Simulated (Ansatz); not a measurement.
Density of states of Zn (P6_3/mmc, a = 2.595 Å, b = 2.595 Å, c = 4.991 Å, α = 90.00°, β = 90.00°, γ = 120.00°), in states per eV and primitive cell, averaged over bins of 0.3 eV. The calculation used DFT r2SCAN, scalar-relativistic, plane waves, PAW (Ansatz 0.2.0).

Settings: cutoff 500 eV, Γ-centred mesh 18×18×8 on the computed 2-atom cell, Gaussian smearing of 0.10 eV; no spin polarisation.

The cell is relaxed at this level. The states (both spins) are summed by tetrahedra on a 27×27×12 mesh at the self-consistent density. Energies are bin centres; the table starts no lower than −8 eV and ends at 6 eV, or lower where the solved bands end.

It is a metal at this level.

```tsv
E − E_F (eV)	total	Zn 3d	Zn 4s
-7.90	12.01	11.75	0.21
-7.60	16.69	16.51	0.15
-7.30	10.37	10.20	0.16
-7.00	0.70	0.51	0.19
-6.70	0.45	0.22	0.22
-6.40	0.42	0.16	0.25
-6.10	0.42	0.13	0.27
-5.80	0.41	0.11	0.28
-5.50	0.42	0.09	0.30
-5.20	0.43	0.08	0.31
-4.90	0.44	0.07	0.32
-4.60	0.45	0.06	0.32
-4.30	0.46	0.06	0.33
-4.00	0.47	0.05	0.32
-3.70	0.48	0.04	0.32
-3.40	0.49	0.04	0.33
-3.10	0.54	0.04	0.35
-2.80	0.55	0.04	0.32
-2.50	0.53	0.03	0.29
-2.20	0.52	0.02	0.26
-1.90	0.56	0.02	0.25
-1.60	0.62	0.02	0.25
-1.30	0.56	0.02	0.21
-1.00	0.54	0.02	0.18
-0.70	0.49	0.01	0.15
-0.40	0.47	0.01	0.12
-0.10	0.39	0.01	0.09
0.20	0.33	0.01	0.06
0.50	0.33	0.01	0.06
0.80	0.44	0.01	0.15
1.10	0.49	0.01	0.21
1.40	0.57	0.01	0.25
1.70	0.67	0.01	0.27
2.00	0.76	0.01	0.28
2.30	0.71	0.01	0.22
2.60	0.72	0.01	0.19
2.90	0.67	0.01	0.15
3.20	0.68	0.01	0.14
3.50	0.79	0.01	0.15
3.80	0.75	0.01	0.13
4.10	0.72	0.00	0.11
4.40	0.65	0.00	0.09
4.70	0.61	0.00	0.08
5.00	0.64	0.00	0.08
5.30	0.64	0.00	0.07
5.60	0.62	0.00	0.07
```

The columns after the total are the Löwdin projections on the occupied valence shells of the potentials. The rest of the total lies in shells that are empty in the free atom, which aren't projected, and between the atoms.

Cost: 1 run of about 0.73 core-minutes, on Arm Neoverse V1 (shared hosts).